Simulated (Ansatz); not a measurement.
Program: Ansatz.

Input file:

```yaml
crystal:
  periodic: [false, false, false]
  atoms:
    - { symbol: H, position_ang: [-0.0682, -0.4642, -0.0941] }
    - { symbol: S, position_ang: [0.5901, -2.1259, 0.0759] }
    - { symbol: C, position_ang: [-0.4811, 0.8572, -0.1607] }
    - { symbol: H, position_ang: [1.6521, -1.6303, 0.7029] }
    - { symbol: H, position_ang: [-1.4734, 0.8143, -0.5756] }
    - { symbol: H, position_ang: [-0.4538, 1.2092, 0.8562] }
    - { symbol: H, position_ang: [0.2343, 1.3398, -0.8046] }
magnetization:
  spin_polarized: true
  initial_magnetization: 1
basis:
  gaussian: { orbitals: def2-SVP }
hamiltonian:
  xc: b3lyp
neb:
  order_check: false
  images: 5
  f_tol: 0.05
  max_iterations: 45
  final_atoms:
    - { symbol: H, position_ang: [-0.0682, -0.4642, -0.0941] }
    - { symbol: S, position_ang: [0.5901, -2.1259, 0.0759] }
    - { symbol: C, position_ang: [-0.4811, 0.8572, -0.1607] }
    - { symbol: H, position_ang: [1.6521, -1.6303, 0.7029] }
    - { symbol: H, position_ang: [-1.4734, 0.8143, -0.5756] }
    - { symbol: H, position_ang: [-0.4538, 1.2092, 0.8562] }
    - { symbol: H, position_ang: [0.2343, 1.3398, -0.8046] }
  initial_path:
    images:
      - { positions_ang: [[-0.0682, -0.4642, -0.0941], [0.5901, -2.1259, 0.0759], [-0.4811, 0.8572, -0.1607], [1.6521, -1.6303, 0.7029], [-1.4734, 0.8143, -0.5756], [-0.4538, 1.2092, 0.8562], [0.2343, 1.3398, -0.8046]] }
      - { positions_ang: [[-0.0682, -0.4642, -0.0941], [0.5901, -2.1259, 0.0759], [-0.4811, 0.8572, -0.1607], [1.6521, -1.6303, 0.7029], [-1.4734, 0.8143, -0.5756], [-0.4538, 1.2092, 0.8562], [0.2343, 1.3398, -0.8046]] }
      - { positions_ang: [[-0.0682, -0.4642, -0.0941], [0.5901, -2.1259, 0.0759], [-0.4811, 0.8572, -0.1607], [1.6521, -1.6303, 0.7029], [-1.4734, 0.8143, -0.5756], [-0.4538, 1.2092, 0.8562], [0.2343, 1.3398, -0.8046]] }
      - { positions_ang: [[-0.0682, -0.4642, -0.0941], [0.5901, -2.1259, 0.0759], [-0.4811, 0.8572, -0.1607], [1.6521, -1.6303, 0.7029], [-1.4734, 0.8143, -0.5756], [-0.4538, 1.2092, 0.8562], [0.2343, 1.3398, -0.8046]] }
      - { positions_ang: [[-0.0682, -0.4642, -0.0941], [0.5901, -2.1259, 0.0759], [-0.4811, 0.8572, -0.1607], [1.6521, -1.6303, 0.7029], [-1.4734, 0.8143, -0.5756], [-0.4538, 1.2092, 0.8562], [0.2343, 1.3398, -0.8046]] }
      - { positions_ang: [[-0.0682, -0.4642, -0.0941], [0.5901, -2.1259, 0.0759], [-0.4811, 0.8572, -0.1607], [1.6521, -1.6303, 0.7029], [-1.4734, 0.8143, -0.5756], [-0.4538, 1.2092, 0.8562], [0.2343, 1.3398, -0.8046]] }
      - { positions_ang: [[-0.0682, -0.4642, -0.0941], [0.5901, -2.1259, 0.0759], [-0.4811, 0.8572, -0.1607], [1.6521, -1.6303, 0.7029], [-1.4734, 0.8143, -0.5756], [-0.4538, 1.2092, 0.8562], [0.2343, 1.3398, -0.8046]] }
```

Launched with:

```bash
$ ansatz run input.yaml --threads 1 --pin off --max-ram 2048MiB --backend cpu --events-out ev --progress --plain --runs-dir out
```

Q: What happens?

A: The program refused the input.

```
Error: invalid value for `neb.final_atoms`: is identical to crystal.atoms — the two endpoints must differ for a path to exist
```
